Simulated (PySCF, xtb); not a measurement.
trimethylamine (C3H9N), SMILES CN(C)C.

GFN2-xTB run with xtb at its own geometry gives an orbital gap of 10.90 eV and a dipole moment of 0.93 D.

Geometry: B3LYP-D3(BJ)/def2-SVP.

Question: What does PySCF with r2SCAN/def2-TZVP give? (An estimate is asked for; the answer gives what the named calculation found.)

Answer: gap 6.02 eV (levels -4.98 and 1.05 eV), dipole 0.37 D.
